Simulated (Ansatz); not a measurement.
## Forms of GeH2 and their order

Ansatz 0.2.0, basis cc-pVTZ; geometries are PBE0/def2-TZVP minima. Wave-function levels freeze the cores with the filled d shells of p-block atoms; HF, MP2 and coupled cluster are restricted for singlets and unrestricted otherwise, restricted open-shell where a d shell is frozen, Kohn–Sham unrestricted where that lies lower. NEVPT2 stands on CASSCF in the full valence space. The reference is full CI, exact within the basis. Semilocal and hybrid functionals correlate all electrons outside any core potential and usually lie nearer their basis limit than the reference, so part of their error here is the reference's basis and frozen-core error; RPA and the MP2 part of double hybrids freeze the same cores as the reference. None of these values is a measured one. Energies are electronic, without zero-point terms. No spin–orbit coupling and no scalar relativity. The species are chosen: bound, without strong static correlation by their natural occupations or amplitudes, and with a ladder that closes on the reference, so errors are smaller than for species at large; levels whose determinant breaks symmetry or spin markedly are left out.

A. triplet; Ge–H 1.541, angle at Ge 120°. Coordinates (Å): Ge 0.000 -0.021 0.000; H 0.000 0.749 -1.334; H 0.000 0.749 1.334
B. singlet; Ge–H 1.594, angle at Ge 91°. Coordinates (Å): Ge 0.000 -0.030 0.000; H 0.000 1.091 -1.133; H 0.000 1.091 1.133

Task: From bonding and spin, estimate the order of these in energy at full CI, each at its own geometry.

Result: At full CI, above the lowest of those listed: B (0.0 kcal/mol), A (23.1 kcal/mol).

| level | A less B (kcal/mol) |
| --- | --- |
| full CI | 23.1 |
| HF | 10.4 |
| MP2 | 19.9 |
| CCSD | 22.8 |
| CCSD(T) | 23.0 |
| CCSDT | 23.0 |
| NEVPT2 | 22.1 |
| PBE | 23.3 |
| PBE0 | 21.1 |
| B3LYP | 26.5 |

Every level shown puts the same form lowest.

The geometries are PBE0's, not this basis's own minima.
